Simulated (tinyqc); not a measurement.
Inside a calculation. Method: Pariser-Parr-Pople SCF with singles CI, for the molecule C=CC=C[CH2+] (SMILES; centres numbered as the heavy atoms are written). Computed by tinyqc, a small Python program that keeps every step. Settings: charge = 1, gamma = Ohno, start = huckel, damping = 0.5, iteration cap = 89, excitations kept = 6. Command: `OMP_NUM_THREADS=1 python tinyqc.py 23319 23320 out.jsonl` (the two numbers bound the seeds that draw the settings). One thread of a shared host (Intel(R) Xeon(R) Processor @ 2.60GHz), about 0.01 s of CPU time with the checks. Later iterations appear only in the table of the cycle.

## PPP integrals

Centres (angstrom, eV; a flat drawing with bonds scaled to 1.40 angstrom):
```
centre          x          y  core charge z          W   gamma_rr
1C      -2.425000  -0.280000              1  11.160000  11.130000
2C      -1.212000   0.420000              1  11.160000  11.130000
3C       0.000000  -0.280000              1  11.160000  11.130000
4C       1.212000   0.420000              1  11.160000  11.130000
5C       2.425000  -0.280000              1  11.160000  11.130000
```

Resonance integrals (eV):
```
i  j       beta
1  2  -2.390000
2  3  -2.390000
3  4  -2.390000
4  5  -2.390000
```

Ohno: gamma = 14.399645/sqrt(R^2 + a^2), a = 2 x 14.399645/(gamma_rr + gamma_ss); H_rr = -W_r - sum_(s != r) z_s gamma_rs; H_rs = beta for bonds.

repulsion gamma_rs (eV), lower triangle:
```
           1C         2C         3C         4C         5C
1C  11.130000
2C   7.552439  11.130000
3C   5.239019   7.554960  11.130000
4C   3.670370   5.240702   7.554960  11.130000
5C   2.868686   3.670370   5.239019   7.552439  11.130000
```

core matrix H (eV), lower triangle:
```
            1C          2C          3C          4C          5C
1C  -30.490515
2C   -2.390000  -35.178471
3C    0.000000   -2.390000  -36.747958
4C    0.000000    0.000000   -2.390000  -35.178471
5C    0.000000    0.000000    0.000000   -2.390000  -30.490515
```

## Starting guess

pi electrons, sum of z_r less the charge = 4

Orbitals of the Hueckel matrix of the beta values.

P at the start, lower triangle:
```
           1C         2C        3C        4C        5C
1C   0.666667
2C   0.788675   1.000000
3C   0.333333   0.577350  0.666667
4C  -0.211325   0.000000  0.577350  1.000000
5C  -0.333333  -0.211325  0.333333  0.788675  0.666667
```

## Iteration 1: Fock matrix

F_rr = H_rr + P_rr gamma_rr / 2 + sum_(s != r) P_ss gamma_rs; F_rs = H_rs - P_rs gamma_rs / 2; E = tr P (H + F) / 2 + core repulsion sum_(r<s) z_r z_s gamma_rs.

F (eV), lower triangle:
```
            1C          2C          3C          4C          5C
1C  -10.152569
2C   -5.368211  -11.854256
3C   -0.873170   -4.570929  -10.942680
4C    0.387820    0.000000   -4.570929  -11.854256
5C    0.478114    0.387820   -0.873170   -5.368211  -10.152569
```

pi energy = -55.062631 eV

## Iteration 1: orbitals and new P

Diagonalise F (the basis is taken as orthonormal) and form P = 2 sum c c over the lowest orbitals; 0.5 of the old P is kept.

orbital energies (eV): -19.924173  -17.030921  -8.957220  -5.454018  -3.589997

P after iteration 1, lower triangle:
```
           1C         2C        3C        4C        5C
1C   0.642580
2C   0.790070   1.029116
3C   0.333084   0.574488  0.656608
4C  -0.207129  -0.023730  0.574488  1.029116
5C  -0.304574  -0.207129  0.333084  0.790070  0.642580
```

## Iteration 2: Fock matrix

As before.

F (eV), lower triangle:
```
            1C          2C          3C          4C          5C
1C  -10.081643
2C   -5.373480  -11.885951
3C   -0.872518   -4.560118  -10.811098
4C    0.380120    0.062180   -4.560118  -11.885951
5C    0.436864    0.380120   -0.872518   -5.373480  -10.081643
```

pi energy = -55.102628 eV

## Iteration 2: orbitals and new P

As before.

orbital energies (eV): -19.856265  -17.031152  -8.890573  -5.435486  -3.532810

P after iteration 2, lower triangle:
```
           1C         2C        3C        4C        5C
1C   0.627245
2C   0.791519   1.049132
3C   0.332906   0.571730  0.647246
4C  -0.203266  -0.038936  0.571730  1.049132
5C  -0.284687  -0.203266  0.332906  0.791519  0.627245
```

## Iteration 3: Fock matrix

As before.

F (eV), lower triangle:
```
            1C          2C          3C          4C          5C
1C  -10.035385
2C   -5.378949  -11.912494
3C   -0.872051   -4.549698  -10.721438
4C    0.373031    0.102025   -4.549698  -11.912494
5C    0.408339    0.373031   -0.872051   -5.378949  -10.035385
```

pi energy = -55.129827 eV

## Iteration 3: orbitals and new P

As before.

orbital energies (eV): -19.813298  -17.034475  -8.846905  -5.423769  -3.498750

P after iteration 3, lower triangle:
```
           1C         2C        3C        4C        5C
1C   0.617444
2C   0.792831   1.062958
3C   0.332760   0.569300  0.639196
4C  -0.199964  -0.048720  0.569300  1.062958
5C  -0.270878  -0.199964  0.332760  0.792831  0.617444
```

## Convergence

Stop when output and input P, before any damping, agree to 1e-7.

Course of the cycle:
```
iteration        E (eV)  largest |P(out) - P(in)|
1          -55.06263148                  5.82e-02
2          -55.10262761                  4.00e-02
3          -55.12982673                  2.77e-02
4          -55.14696635                  1.93e-02
5          -55.15730201                  1.35e-02
6          -55.16336130                  9.47e-03
7          -55.16684534                  6.68e-03
8          -55.16882074                  4.81e-03
9          -55.16992904                  3.62e-03
10         -55.17054578                  2.71e-03
11         -55.17088675                  2.02e-03
...                 ...                       ...
33         -55.17129929                  2.03e-06
34         -55.17129929                  1.47e-06
35         -55.17129929                  1.07e-06
36         -55.17129929                  7.76e-07
37         -55.17129929                  5.63e-07
38         -55.17129929                  4.09e-07
39         -55.17129929                  2.97e-07
40         -55.17129929                  2.16e-07
41         -55.17129929                  1.57e-07
42         -55.17129929                  1.14e-07
43         -55.17129929                  8.25e-08
```

Converged in 43 iterations.

## Converged orbitals

Charges are z - P_rr.

orbital energies (eV): -19.735533  -17.059418  -8.760148  -5.404952  -3.453018

coefficients:
```
         MO1        MO2        MO3        MO4        MO5
1C  0.300469   0.457592  -0.549862   0.539082   0.327674
2C  0.507012   0.539082  -0.016503  -0.457592  -0.492612
3C  0.552552   0.000000   0.628299   0.000000   0.547656
4C  0.507012  -0.539082  -0.016503   0.457592  -0.492612
5C  0.300469  -0.457592  -0.549862  -0.539082   0.327674
```

pi charges: 1C 0.400656, 2C -0.095343, 3C 0.389373, 4C -0.095343, 5C 0.400656

## Singles CI, singlets

Over the 6 single excitations with the smallest orbital gaps: A = (e_a - e_i) delta + 2 (ia|jb) - (ij|ab), with (pq|rs) = sum c_mp c_mq gamma_mn c_nr c_ns. f = 2/3 w |mu|^2 in atomic units, mu = sqrt2 sum c_ia sum_m c_mi c_ma R_m.

singlet CI matrix (eV), lower triangle:
```
           2>3        1>3        2>4        2>5       1>4        1>5
2>3   4.114641
1>3   0.000000   6.007599
2>4   0.000000   0.066683   7.007398
2>5  -0.324103   0.000000   0.000000   8.019677
1>4   0.855987   0.000000   0.000000  -0.696637  8.804815
1>5   0.000000  -0.530558  -0.895644   0.000000  0.000000  10.065520
```

singlet excitation energies (eV): 3.953405  5.936747  6.770995  7.618369  9.367360  10.372775

oscillator strengths: 1.091233  0.006486  0.207881  0.024054  0.005840  0.108841

## Singles CI, triplets

Over the 6 single excitations with the smallest orbital gaps: A = (e_a - e_i) delta - (ij|ab), with (pq|rs) = sum c_mp c_mq gamma_mn c_nr c_ns.

triplet CI matrix (eV), lower triangle:
```
           2>3        1>3        2>4        2>5       1>4       1>5
2>3   1.951205
1>3   0.000000   4.247101
2>4   0.000000   1.270051   5.078726
2>5  -0.149910   0.000000   0.000000   6.852075
1>4   1.270051   0.000000   0.000000  -1.742463  7.836914
1>5   0.000000  -0.882276  -1.742463   0.000000  0.000000  8.926588
```

triplet excitation energies (eV): 1.679843  3.304128  5.052611  5.637515  9.322836  9.895676
